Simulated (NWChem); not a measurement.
SiH₄; SMILES [SiH4]

Computed with NWChem. All runs use the structure optimised with PBE0-D3(BJ)/def2-TZVP. Level PBE/def2-SVPD: energy and gradient; each run changes one setting, and changes count from the defaults (medium grid, exact Coulomb integrals, symmetry on).

Problem. Which setting moves the energy most, and by about how much (Coulomb fitting, Ahlrichs set; symmetry off; defaults; Becke weights; coarse grid)?

Solution. Coulomb fitting, Ahlrichs set, by about 100 μHa.
| setting | size of the energy change (μHa) | largest change of a gradient component (μHa/bohr) |
|---|---|---|
| defaults | < 10 | < 30 |
| symmetry off | < 10 | other frame |
| Coulomb fitting, Ahlrichs set | 100 | < 30 |
| coarse grid | < 10 | 100 |
| Becke weights | < 10 | 30 |
